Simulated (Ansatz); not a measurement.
## Worked example: SF2 + C2H2F → SF + C2H2F2

Species: SF2 (sulfur difluoride) `FSF`, singlet; C2H2F `C=[C]F`, doublet; SF (Monosulfur monofluoride), doublet; C2H2F2 (vinylidene fluoride) `C=C(F)F`, singlet. A radical takes F: the energy is the difference in strength between the S–F bond broken and the C–F bond made.

Shapes, held fixed at every level: PBE0-D4/def2-TZVP. Programs: Ansatz 0.2.0. The zero-point and thermal change to 298 K, harmonic and unscaled (PBE0-D4/def2-TZVP), is +7.1 kJ/mol.

At B2PLYP/def2-TZVPP; 1 Eh = 2625.50 kJ/mol:

```
species  energy (Eh)
    SF2  -597.699993
  C2H2F  -177.089680
     SF  -497.841442
 C2H2F2  -277.014553
```

Question: Work out ΔH(298 K) of the reaction at this level.

Answer: 
1. Products less reactants: (-497.841442) + (-277.014553) − [(-597.699993) + (-177.089680)] = -0.066322 Eh = -174.1 kJ/mol.
2. With the thermal change: -174.1 + (+7.1) = -167.0 kJ/mol.

Other levels give -171.5 (HF/def2-TZVPP) to -153.1 kJ/mol (PBE-D4/def2-TZVPP). No measured value is set beside it here. Spin contamination: C2H2F (⟨S²⟩ up to 0.93). Open shells run unrestricted.
